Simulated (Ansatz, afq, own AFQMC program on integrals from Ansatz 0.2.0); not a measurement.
SiHBr, triplet: AFQMC among the cluster methods

```xyz
3

Br    0.0000    0.0000   -1.5692
H     0.0000    0.0000   -0.1486
Si    0.0000    0.0000    1.7178
```

Connectivity, by distances: Br ··· Si, 1 bridging H.

Basis cc-pVTZ. Only valence electrons are correlated. Ansatz 0.2.0 and our own AFQMC program on the same integrals; the CISD trial comes from CCSD amplitudes, and released means the phaseless constraint is let go. ± is one standard error of the sampling. No spin–orbit coupling.

Determinant: UHF, the one that the program's search chose, which needn't be the lowest solution. The geometry is a point of a scan.

No full CI on the walks' own integrals is used here; CCSDT(Q) serves as the reference and is uncertain by about the last step of the cluster series.

Cautions: no relativity below Rb; no spin-orbit coupling; inner d shell frozen; lower spins were not checked; the released energies are still falling, so no released level is given (meV from the phaseless value at times in 1/Eh: -8 ± 4 at 0.24, -14 ± 3 at 0.51, -23 ± 4 at 0.99, -23 ± 5 at 1.62, -25 ± 6 at 2.40), though the last usable value meets CCSDT(Q) within the noise.

```
T1 diagnostic                               : 0.0115
weight of the determinant in the CISD state : 0.861
⟨S²⟩ of the determinant                     : 2.023
size of the correlated space                : 12 electrons in 72 orbitals
```

```json
{"level": "MP2", "correlation energy (eV)": "-6.6225"}
{"level": "CCSD", "correlation energy (eV)": "-7.5492"}
{"level": "CCSD(T)", "correlation energy (eV)": "-7.8434"}
```

(1) Estimate where phaseless AFQMC with a CISD trial lies against CCSD(T) on the same integrals.

(1) 2.4 ± 0.5 kJ/mol below CCSD(T).

Reference: CCSDT(Q), correlation energy -7.891 eV.

```
        level  E − E(reference) (kJ/mol)  share of correlation (%)
      CCSD(T)                        4.6                     99.40
        CCSDT                        1.2                     99.84
ph-AFQMC/CISD                  2.1 ± 0.5                     99.72
```

A walk keeps the symmetry of its determinant, which the program's search chose and which needn't be the lowest solution, so a lower state of the same spin and another symmetry isn't excluded.
